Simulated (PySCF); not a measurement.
Computed with ωB97X-D3(BJ)/def2-TZVP // PBE0-D3(BJ)/def2-TZVP (PySCF). Isolated molecules, 0 K electronic values unless said otherwise. 

Reference species (SMILES): `[SiH]=C` (neutral, multiplicity 2).

| Property | Value |
|---|---|
| dipole moment | 0.79 D |

Changed species: `[SiH3]` (radical fragment; the reference has radical fragment).

Task: What does the change do to the dipole moment?

Result: the dipole moment falls by 0.77 D, to 0.02 D.
